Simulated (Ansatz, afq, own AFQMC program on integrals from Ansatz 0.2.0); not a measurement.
# SiH4O (triplet): quantum Monte Carlo beside coupled cluster at distance Si1–H5 along a hydrogen transfer = 1.692 Å, cc-pVTZ

Aim: compute SiH4O (triplet) with auxiliary-field quantum Monte Carlo on the same integrals as coupled cluster, and set the energies side by side.

Method: cc-pVTZ, frozen cores; program: Ansatz 0.2.0, Gaussian basis, and an in-house AFQMC program (afq) on its integrals; all values are calculated.

Plan: CCSD(T) on UHF; PBE (unrestricted); r2SCAN (unrestricted); PBE0 (unrestricted); B3LYP (unrestricted); wB97M-V (unrestricted); B2PLYP (unrestricted); Phaseless AFQMC, CISD trial on UHF.

### 1 The system

The geometry derives from fragments relaxed apart (PBE0/def2-TZVP) and kept rigid, so it is no stationary point. A hydrogen atom is moved between rigid fragments.

6 atoms, charge 0, spin multiplicity 3.

Atoms are counted from 1 here; the program's logs count them from 0.

Bond lengths: Si1–H2 1.485 Å, Si1–H3 1.485 Å, Si1–H4 1.485 Å, Si1–H5 1.692 Å, H5–O6 1.146 Å. Angles: H2–Si1–H3 109.5°, H2–Si1–H4 109.5°, H2–Si1–H5 109.5°, H3–Si1–H4 109.5°, H3–Si1–H5 109.5°, H4–Si1–H5 109.5°, Si1–H5–O6 180.0°.

### 2 CCSD(T) on UHF

The input, in.yaml:

```yaml
crystal:
  periodic: [false, false, false]
  atoms:
    - {symbol: Si, position_ang: [-0.948015, 0.000000, 0.000000]}
    - {symbol: H, position_ang: [-1.442887, 1.399708, 0.000000]}
    - {symbol: H, position_ang: [-1.442887, -0.699854, 1.212183]}
    - {symbol: H, position_ang: [-1.442887, -0.699854, -1.212183]}
    - {symbol: H, position_ang: [0.743985, 0.000000, 0.000000]}
    - {symbol: O, position_ang: [1.889985, 0.000000, 0.000000]}
basis:
  gaussian: {orbitals: cc-pVTZ}
magnetization: {spin_polarized: true, initial_magnetization: 2}
correlation: {method: ccsd_t, electrons: outside_noble_gas, hamiltonian_folder: ham}
```

Run with:

```sh
$ ansatz run in.yaml --threads 1 --pin off --events-out ev --progress --plain --max-ram 16896MiB --backend cuda --devices 0, --max-vram 18GiB
```

The log of the run, shortened:

```text
Functional definition: HF
  name "HF"
  cite "Fock, Z. Phys. 61, 126 (1930) doi:10.1007/BF01340294"
  parent pbe
[...]
691 factors; integrals over basis functions are off by at most 1.1e-3 eV
[...]
mean field -9960.08973672 eV, -366.0265466333 hartree, gradient 5.0e-6 eV, S^2 2.039816; 5 other end points of the search recorded, 0 dependent functions left out
determinant -9960.08973672 eV, -366.0265466333 hartree, with singles and doubles -9970.19894383 eV, -366.3980531421 hartree
determinant -9957.83621568 eV, -365.9437312623 hartree, with singles and doubles -9967.43994294 eV, -366.2966617298 hartree
6 core orbitals not correlated: weight in the atoms' cores, before any rotation towards them, 1.000 or more for the frozen orbitals, at most 0.000 for the correlated occupied ones
reference -9960.08973672 eV, -366.0265466333 hartree; 8, 6 occupied and 106, 108 virtual orbitals, 691 factors
second order -8.81523579 eV of doubles, -0.00000000 eV of singles
cycle   1  -9.95268150 eV  change   -9.7e-1 eV  update   2.2e-2
[...]
cycle   9  -9.97745797 eV  change    1.1e-5 eV  update   8.6e-6
perturbative correction -0.28555774 eV, -0.0104940534 hartree
Total energy: -9970.35275243 eV, -366.4037055041 hartree
```

Run time: 10 s. Hardware: 1 × NVIDIA H100 80GB HBM3 with 1 thread of AMD EPYC 7R13 (Zen 3), shared host; peak host memory 2.1 GiB.

From the report: ⟨S²⟩ of the determinant 2.040 (pure triplet: 2.00); correlation -10.2630 eV; T1 0.018; largest double amplitude 0.02.

This run also writes the integrals to the folder ham.

### 3 PBE (unrestricted)

in.yaml: that of step 2 with these lines changed.

```diff
@@ -12,2 +12,3 @@
 magnetization: {spin_polarized: true, initial_magnetization: 2}
-correlation: {method: ccsd_t, electrons: outside_noble_gas, hamiltonian_folder: ham}
+hamiltonian: {xc: {name: PBE}}
+output: {orbitals: {seedname: orbitals}}
```

Run with:

```sh
$ ansatz run in.yaml --threads 1 --pin off --events-out ev --progress --plain --max-ram 5632MiB --backend cpu
```

The log of the run:

```text
Functional definition: PBE
  name "PBE"
  cite "Perdew, Burke & Ernzerhof, Phys. Rev. Lett. 77, 3865 (1996) doi:10.1103/PhysRevLett.77.3865"
  parent pbe
  parameter kappa = 0.804
  parameter beta = 0.06672455060314922
  exchange = pbe_x(kappa = kappa, mu = beta*pi^2/3)
  correlation = pbe_c(beta = beta)
682 factors; their error is unknown
mean field evaluation 1: about -9978.0555 eV, gradient 2.0e1 eV
mean field evaluation 2: about -9974.6911 eV, gradient 3.6e1 eV
mean field evaluation 4: about -9979.7460 eV, gradient 1.4e0 eV
mean field evaluation 8: about -9979.7292 eV, gradient 2.7e-2 eV
mean field evaluation 16: about -9979.7292 eV, gradient 1.8e-5 eV
mean field evaluation 32: about -9979.7292 eV, gradient 2.3e-6 eV
mean field -9979.72921342 eV, -366.7482840897 hartree, gradient 7.6e-6 eV, S^2 2.005059; 3 other end points of the search recorded, 0 dependent functions left out
reference -9979.72924643 eV, -366.7482853030 hartree; 14, 12 occupied and 106, 108 virtual orbitals, 682 factors
Total energy: -9979.72924643 eV, -366.7482853030 hartree
```

It took 21 s on 1 thread of AMD EPYC 7R13 (Zen 3), shared host; peak memory 2.1 GiB.

From the report: ⟨S²⟩ of the determinant 2.005 (pure triplet: 2.00).

### 4 r2SCAN (unrestricted)

in.yaml: that of step 3 with these lines changed.

```diff
@@ -12,3 +12,2 @@
 magnetization: {spin_polarized: true, initial_magnetization: 2}
-hamiltonian: {xc: {name: PBE}}
-output: {orbitals: {seedname: orbitals}}
+hamiltonian: {xc: {name: r2SCAN}}
```

The command is unchanged.

The log of the run, shortened:

```text
Functional definition: r2SCAN
  name "r2SCAN"
  cite "Furness, Kaplan, Ning, Perdew & Sun, J. Phys. Chem. Lett. 11, 8208 (2020) doi:10.1021/acs.jpclett.0c02405"
  cite "Furness, Kaplan, Ning, Perdew & Sun, J. Phys. Chem. Lett. 11, 9248 (2020) doi:10.1021/acs.jpclett.0c03077"
  parent r2scan
[...]
682 factors; their error is unknown
[...]
mean field -9984.52476621 eV, -366.9245174041 hartree, gradient 1.2e-6 eV, S^2 2.010791; 8 other end points of the search recorded, 0 dependent functions left out
reference -9984.52477731 eV, -366.9245178120 hartree; 14, 12 occupied and 106, 108 virtual orbitals, 682 factors
Total energy: -9984.52477731 eV, -366.9245178120 hartree
```

It took 36 s on 1 thread of AMD EPYC 7R13 (Zen 3), shared host; peak memory 2.1 GiB.

From the report: ⟨S²⟩ of the determinant 2.011 (pure triplet: 2.00).

### 5 PBE0 (unrestricted)

in.yaml: that of step 4 with these lines changed.

```diff
@@ -12,2 +12,3 @@
 magnetization: {spin_polarized: true, initial_magnetization: 2}
-hamiltonian: {xc: {name: r2SCAN}}
+hamiltonian: {xc: {name: PBE0}}
+output: {orbitals: {seedname: orbitals}}
```

Same command.

The log of the run:

```text
Functional definition: PBE0
  name "PBE0"
  cite "Adamo & Barone, J. Chem. Phys. 110, 6158 (1999) doi:10.1063/1.478522"
  cite "Perdew, Burke & Ernzerhof, Phys. Rev. Lett. 77, 3865 (1996) doi:10.1103/PhysRevLett.77.3865"
  parent pbe
  parameter a = 0.25
  parameter kappa = 0.804
  parameter beta = 0.06672455060314922
  exchange = (1 - a)*pbe_x(kappa = kappa, mu = beta*pi^2/3) + a*exact_x
  correlation = pbe_c(beta = beta)
691 factors; their error is unknown
mean field evaluation 1: about -9979.5612 eV, gradient 1.6e1 eV
mean field evaluation 2: about -9978.9422 eV, gradient 2.1e1 eV
mean field evaluation 4: about -9980.5542 eV, gradient 6.2e-1 eV
mean field evaluation 8: about -9980.5866 eV, gradient 1.6e-1 eV
mean field evaluation 16: about -9980.5867 eV, gradient 8.4e-5 eV
mean field evaluation 32: about -9980.5867 eV, gradient 7.9e-5 eV
mean field -9980.58671695 eV, -366.7797967633 hartree, gradient 1.1e-7 eV, S^2 2.009511; 3 other end points of the search recorded, 0 dependent functions left out
reference -9980.58674195 eV, -366.7797976820 hartree; 14, 12 occupied and 106, 108 virtual orbitals, 691 factors
Total energy: -9980.58674195 eV, -366.7797976820 hartree
```

It took 29 s on 1 thread of AMD EPYC 7R13 (Zen 3), shared host; peak memory 2.1 GiB.

From the report: ⟨S²⟩ of the determinant 2.010 (pure triplet: 2.00).

### 6 B3LYP (unrestricted)

in.yaml: that of step 5 with these lines changed.

```diff
@@ -12,3 +12,2 @@
 magnetization: {spin_polarized: true, initial_magnetization: 2}
-hamiltonian: {xc: {name: PBE0}}
-output: {orbitals: {seedname: orbitals}}
+hamiltonian: {xc: {name: B3LYP}}
```

Launched as before.

The log of the run, shortened:

```text
Functional definition: B3LYP
  name "B3LYP"
  cite "Stephens, Devlin, Chabalowski & Frisch, J. Phys. Chem. 98, 11623 (1994) doi:10.1021/j100096a001"
  cite "Becke, Phys. Rev. A 38, 3098 (1988) doi:10.1103/PhysRevA.38.3098"
  cite "Lee, Yang & Parr, Phys. Rev. B 37, 785 (1988) doi:10.1103/PhysRevB.37.785"
  cite "Vosko, Wilk & Nusair, Can. J. Phys. 58, 1200 (1980) doi:10.1139/p80-159"
[...]
691 factors; their error is unknown
[...]
mean field -9987.01479158 eV, -367.0160241488 hartree, gradient 2.0e-6 eV, S^2 2.007713; 5 other end points of the search recorded, 0 dependent functions left out
reference -9987.01500458 eV, -367.0160319766 hartree; 14, 12 occupied and 106, 108 virtual orbitals, 691 factors
Total energy: -9987.01500458 eV, -367.0160319766 hartree
```

It took 34 s on 1 thread of AMD EPYC 7R13 (Zen 3), shared host; peak memory 2.1 GiB.

From the report: ⟨S²⟩ of the determinant 2.008 (pure triplet: 2.00).

### 7 wB97M-V (unrestricted)

in.yaml: that of step 6 with these lines changed.

```diff
@@ -12,2 +12,3 @@
 magnetization: {spin_polarized: true, initial_magnetization: 2}
-hamiltonian: {xc: {name: B3LYP}}
+hamiltonian: {xc: {name: wB97M-V}}
+output: {orbitals: {seedname: orbitals}}
```

Same command.

The log of the run, shortened:

```text
Functional definition: wB97M-V
  name "wB97M-V"
  cite "Mardirossian & Head-Gordon, J. Chem. Phys. 144, 214110 (2016) doi:10.1063/1.4952647"
  cite "Becke, J. Chem. Phys. 107, 8554 (1997) doi:10.1063/1.475007"
  cite "Vydrov & Van Voorhis, J. Chem. Phys. 133, 244103 (2010) doi:10.1063/1.3521275"
  # Of w^i u^j: cxij and so on, Table III.
[...]
  gx(w, u) = 1 - cx + cx01*u + cx10*w
  gss(w, u) = css00 + css04*u^4 + css10*w + css20*w^2 + css43*w^4*u^3
  gos(w, u) = cos00 + cos10*w + (cos20 + cos21*u)*w^2 + (cos60 + cos61*u)*w^6
[...]
      + integral(e_c_pw_mod_opposite_spin*gos(b97_w_opposite, b97_u_opposite)) + vv10(b, c)
691 factors; their error is unknown
163 factors; integrals over basis functions are off by at most 2.3e-5 eV
[...]
mean field -9984.40972753 eV, -366.9202898108 hartree, gradient 2.2e-6 eV, S^2 2.008415; 1 other end points of the search recorded, 0 dependent functions left out
reference -9984.40976612 eV, -366.9202912290 hartree; 14, 12 occupied and 106, 108 virtual orbitals, 691 factors
Total energy: -9984.40976612 eV, -366.9202912290 hartree
```

Run time: 68 s. Hardware: 1 thread of AMD EPYC 7R13 (Zen 3), shared host; peak memory 2.1 GiB.

From the report: ⟨S²⟩ of the determinant 2.008 (pure triplet: 2.00).

### 8 B2PLYP (unrestricted)

in.yaml: that of step 7 with these lines changed.

```diff
@@ -12,3 +12,3 @@
 magnetization: {spin_polarized: true, initial_magnetization: 2}
-hamiltonian: {xc: {name: wB97M-V}}
-output: {orbitals: {seedname: orbitals}}
+hamiltonian: {xc: {name: B2PLYP}}
+correlation: {electrons: outside_noble_gas}
```

Launched as before.

The log of the run, shortened:

```text
Functional definition: B2PLYP
  name "B2PLYP"
  cite "Grimme, J. Chem. Phys. 124, 034108 (2006) doi:10.1063/1.2148954"
  cite "Becke, Phys. Rev. A 38, 3098 (1988) doi:10.1103/PhysRevA.38.3098"
  cite "Lee, Yang & Parr, Phys. Rev. B 37, 785 (1988) doi:10.1103/PhysRevB.37.785"
[...]
691 factors; integrals over basis functions are off by at most 1.1e-3 eV
[...]
mean field -9978.46790385 eV, -366.7019318181 hartree, gradient 6.8e-12 eV, S^2 2.017391; 7 other end points of the search recorded, 0 dependent functions left out
6 core orbitals not correlated: weight in the atoms' cores, before any rotation towards them, 1.000 or more for the frozen orbitals, at most 0.000 for the correlated occupied ones
reference -9978.46803950 eV, -366.7019368030 hartree; 8, 6 occupied and 106, 108 virtual orbitals, 691 factors
second order -10.80061383 eV of doubles, -0.00000000 eV of singles
Total energy: -9981.38420523 eV, -366.8091039171 hartree
```

It took 64 s on 1 thread of AMD EPYC 7R13 (Zen 3), shared host; peak memory 2.1 GiB.

From the report: ⟨S²⟩ of the determinant 2.017 (pure triplet: 2.00).

### 9 Phaseless AFQMC, CISD trial on UHF

It reads the integrals that the CCSD(T) run on this determinant wrote.

Run with:

```sh
$ afq ham --method phaseless --trial cisd --walkers 600 --populations 10 --least-time 60 --time-step 0.005 --steps-per-block 50 --equilibration-blocks 28 --max-blocks 4000 --target-error 0.00022 --factor-cut 1e-05 --start spin_pure --seed 4800 --release-times 0.24,0.51,0.99,1.62,2.4 --release-step 0.03 --release-every 3 --taylor-order 6
```

The log of the run:

```text
orbitals 114  electrons 8 6  factors 686 of 691
reference energy -366.02654663 Eh
CCSD correlation -0.36666486 Eh in 11 cycles, weight of the determinant in the CISD state 0.8682
energy of the start -366.391002 Eh
 block  time / (1/Eh)  mean weight  energy / Eh
     1     0.250  1.0004  -366.387938
     2     0.500  0.9993  -366.392492
     3     0.750  0.9997  -366.395088
     4     1.000  1.0005  -366.398655
     5     1.250  0.9999  -366.402048
     6     1.500  0.9993  -366.400889
     7     1.750  1.0003  -366.402638
     8     2.000  0.9984  -366.401484
     9     2.250  0.9993  -366.399852
    10     2.500  1.0006  -366.400376
    13     3.250  0.9983  -366.404033
    19     4.750  0.9998  -366.406104
    25     6.250  0.9994  -366.405645
    31     7.750  0.9995  -366.405918
    37     9.250  0.9996  -366.406175
    43    10.750  1.0004  -366.405368
    49    12.250  0.9997  -366.405060
    55    13.750  0.9996  -366.406553
    61    15.250  1.0001  -366.405852
    67    16.750  0.9998  -366.405874
    73    18.250  0.9993  -366.405696
    79    19.750  1.0000  -366.402349
    85    21.250  0.9996  -366.404634
    91    22.750  1.0008  -366.404887
    97    24.250  1.0001  -366.402012
   103    25.750  1.0005  -366.407014
   109    27.250  0.9985  -366.402760
   115    28.750  0.9997  -366.404520
   121    30.250  1.0014  -366.406670
   127    31.750  1.0005  -366.404182
   133    33.250  1.0014  -366.406675
   139    34.750  0.9992  -366.403901
   145    36.250  1.0016  -366.407623
   151    37.750  0.9989  -366.401638
   157    39.250  0.9987  -366.405188
   163    40.750  0.9995  -366.404215
   169    42.250  0.9983  -366.407163
   175    43.750  0.9997  -366.404107
   181    45.250  0.9997  -366.400283
   187    46.750  0.9999  -366.404617
   193    48.250  1.0001  -366.403319
   199    49.750  1.0005  -366.405067
   205    51.250  1.0006  -366.404255
   211    52.750  0.9998  -366.404989
   217    54.250  1.0014  -366.403667
   223    55.750  1.0000  -366.405071
   229    57.250  0.9997  -366.405116
   235    58.750  0.9999  -366.406438
   241    60.250  1.0002  -366.404858
error from the spread of 10 populations
released: time / (1/Eh)  energy / Eh  error  mean overlap
  0.24  -366.405080  0.000173  0.9956
  0.51  -366.405327  0.000063  0.9883
  0.99  -366.405784  0.000111  0.9829
  1.62  -366.405526  0.000225  0.9766
  2.40  -366.405423  0.000553  0.9605
energy -366.404700 +/- 0.000250 Eh
```

It took 3.9 min on 1 × NVIDIA H100 80GB HBM3 with 2 threads of AMD EPYC 7R13 (Zen 3), shared host; peak host memory 2.1 GiB.

Energy -9970.3798 ± 0.0068 eV. Caveats: constraint bias not in the error.

### 10 AFQMC on the ladder

On the UHF determinant, counted from CCSD(T) (a yardstick, not exact):

```csv
level,energy (eV),from CCSD(T) (meV),statistical error (meV),time
HF,-9960.0897,+10263.0,,
MP2,-9968.9050,+1447.8,,
CCSD,-9970.0672,+285.6,,
CCSD(T),-9970.3528,0.0,,
"Phaseless AFQMC, CISD trial, step 0.005, 600 walkers",-9970.3798,-27.1,6.8,3.9 min
```

The functionals' totals stand on their own zeros and serve differences with other points: PBE -9979.729 eV; r2SCAN -9984.525 eV; PBE0 -9980.587 eV; B3LYP -9987.015 eV; wB97M-V -9984.410 eV; B2PLYP -9981.384 eV.

### 11 What came out

```
                                       quantity            value
Phaseless AFQMC, CISD trial on UHF from CCSD(T)  -27.1 ± 6.8 meV
```

In words: On UHF the phaseless walk with the CISD trial lies -27.1 meV from CCSD(T), 4 times its error bar. Error bars are statistical and leave out the constraint, the time step and what remains of the start.
